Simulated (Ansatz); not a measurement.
# Al₂H (doublet): wave-function methods side by side at angle Al2–Al1–H3 = 156.5°, cc-pVDZ

Aim: climb from Hartree-Fock through coupled cluster and multireference methods for Al₂H (doublet) at one geometry and basis, and see what each rung misses.

Program: Ansatz 0.2.0, Gaussian basis. Level of theory: cc-pVDZ, core rule «outside noble gas», up to 10 orbitals frozen. These are calculated values, not measurements.

The runs, in order: UHF; CCSD(T) on ROHF; CCSD(T) on UHF; BCCD(T) on ROHF; CISD; CCSDT(Q) on ROHF; CCSDT(Q) on UHF; CASSCF and MRCISD+Q, 3 electrons in 3 orbitals; CASSCF and NEVPT2, 3 electrons in 3 orbitals; CASSCF and MRCISD+Q, 7 electrons in 9 orbitals; CASSCF and NEVPT2, 7 electrons in 9 orbitals.

12 further runs of the same task are left out: 4 for a known fault of the program, 5 that didn't finish, 3 set aside as unsound or not needed.

### 1 The system

The geometry derives from a PBE0/def2-TZVP stationary point (not a proven minimum). One angle is set to the value named; bond lengths are kept.

3 atoms, charge 0, spin multiplicity 2.

Atoms are counted from 1 here; the program's logs count them from 0.

Bond lengths: Al1–Al2 2.677 Å, Al1–H3 1.619 Å. Angles: Al2–Al1–H3 156.5°.

### 2 UHF

in.yaml reads:

```yaml
crystal:
  periodic: [false, false, false]
  atoms:
    - {symbol: Al, position_ang: [-0.291626, 0.000000, 0.345181]}
    - {symbol: Al, position_ang: [0.253510, 0.000000, -2.275663]}
    - {symbol: H, position_ang: [0.038116, 0.000000, 1.930481]}
basis:
  gaussian: {orbitals: cc-pVDZ}
magnetization: {spin_polarized: true, initial_magnetization: 1}
hamiltonian: {xc: hf}
output: {orbitals: {seedname: orbitals}}
```

On the command line:

```
ansatz run in.yaml --threads 1 --pin off --events-out ev --progress --plain --max-ram 2393MiB
```

The runs that follow: CCSD(T) on ROHF; CCSD(T) on UHF; BCCD(T) on ROHF; CISD; CCSDT(Q) on ROHF; CCSDT(Q) on UHF; CASSCF and MRCISD+Q, 3 electrons in 3 orbitals; CASSCF and NEVPT2, 3 electrons in 3 orbitals; CASSCF and MRCISD+Q, 7 electrons in 9 orbitals; CASSCF and NEVPT2, 7 electrons in 9 orbitals.

Q: Predict the results of all the runs planned. Wanted: UCCSDT(Q) below the RHF energy; RMP2 from UCCSDT(Q); UMP2 from UCCSDT(Q); RCCSD from UCCSDT(Q); RCCSD(T) from UCCSDT(Q); UCCSD(T) from UCCSDT(Q); RCCSDT(Q) from UCCSDT(Q); NEVPT2 pair from UCCSDT(Q); NEVPT2 valence from UCCSDT(Q).

**Answer**, as computed:

```
                         quantity                                        value
   UCCSDT(Q) below the RHF energy                                   -3.7502 eV
              RMP2 from UCCSDT(Q)                                  +1096.8 meV
              UMP2 from UCCSDT(Q)                                  +1201.2 meV
             RCCSD from UCCSDT(Q)                                   +177.4 meV
          RCCSD(T) from UCCSDT(Q)                                    +50.1 meV
          UCCSD(T) from UCCSDT(Q)                                    +54.6 meV
         RCCSDT(Q) from UCCSDT(Q)                                     +0.1 meV
       NEVPT2 pair from UCCSDT(Q)                                  +1084.3 meV
    NEVPT2 valence from UCCSDT(Q)                                   +583.1 meV
  MRCISD+Q valence from UCCSDT(Q)                                     +2.1 meV
levels within 1 kcal/mol (43 meV)  RCCSDT, UCCSDT, RCCSDT(Q), MRCISD+Q valence
                    T1 diagnostic                                        0.033
   effectively unpaired electrons                                         1.12
```

**Reading.** RCCSD(T) lands +50.1 meV from the yardstick (1.3 % of the correlation energy). One determinant dominates. Of the multireference levels listed MRCISD+Q valence comes nearest in total energy (+2.1 meV), which doesn't show that its space is the better one. Coupled cluster took another determinant than the lowest Hartree-Fock one. These misses are within one basis, not against nature; the frozen cores of restricted and unrestricted runs differ, which can shift their rows.
